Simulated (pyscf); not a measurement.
**Four-centre exchange: `[OH][Si]([Cl])([Cl])[Cl]` + `[FH]` -> `[OH2]` + `[F][Si]([Cl])([Cl])[Cl]`**

Gas phase, singlet surface, charge 0. Bonds broken: O1–Si2, F7–H8. Bonds formed: O1–H8, Si2–F7. PySCF, gas phase, ωB97X-D3(BJ)/def2-SVP geometries.

Transition state (Å):

```xyz
8

O      0.1645     0.7973    -0.0702
Si    -1.1319    -0.4027    -0.3424
Cl    -0.5760    -2.3607    -0.4493
Cl    -2.8744     0.1691    -1.2528
Cl    -1.7530    -0.2850     1.6553
H      0.0831     1.5220     0.5641
F     -0.2186    -0.0492    -1.9711
H      0.2954     0.7364    -1.2173
```

One imaginary mode, 857i cm⁻¹; descent along it reached the two sides named, in the forms told below.

```
bond    change  reactant side (Å)  saddle  product side
------  ------  -----------------  ------  ------------
O1–Si2  breaks              1.657   1.787           2.9
F7–H8   breaks              0.933   1.204         2.384
O1–H8    forms              1.780   1.156         0.966
Si2–F7   forms                3.2   1.900         1.610
```

Electronic energies relative to the separated reactants (kcal/mol):

```tsv
level	barrier	reaction energy	reverse barrier
ωB97X-D3(BJ)/def2-TZVP	19.3	-7.4	26.7
PBE/def2-TZVP	15.9	-8.4	24.4
r²SCAN/def2-TZVP	16.5	-8.4	24.9
B3LYP-D3(BJ)/def2-TZVP	19.8	-7.9	27.7
PBE0-D3(BJ)/def2-TZVP	17.7	-7.2	24.9
M06-2X/def2-TZVP	18.6	-7.1	25.6
ωB97M-D3(BJ)/def2-TZVP	19.0	-7.8	26.9
HF/def2-TZVP	37.0	-8.3	45.2
```

With ωB97M-D3(BJ)/def2-TZVP energies and thermal terms (ideal gas, 1 atm, RRHO with modes under 100 cm⁻¹ raised to 100, one conformer, R ln 2 for chiral ones without a mode under 150 cm⁻¹), in kcal/mol:

```tsv
T (K)	ΔH‡	ΔG‡	ΔH	ΔG
298	18.3	29.5	-7.3	-6.9
600	17.8	41.1	-7.9	-6.3
900	18.0	52.7	-8.4	-5.3
1200	18.3	64.2	-8.8	-4.3
```

On the reactant side the descent ends in a complex, 5.0 kcal/mol under the separated species and 24.3 kcal/mol under the saddle at ωB97X-D3(BJ)/def2-TZVP. One saddle was located; it need not be the lowest between these sides.
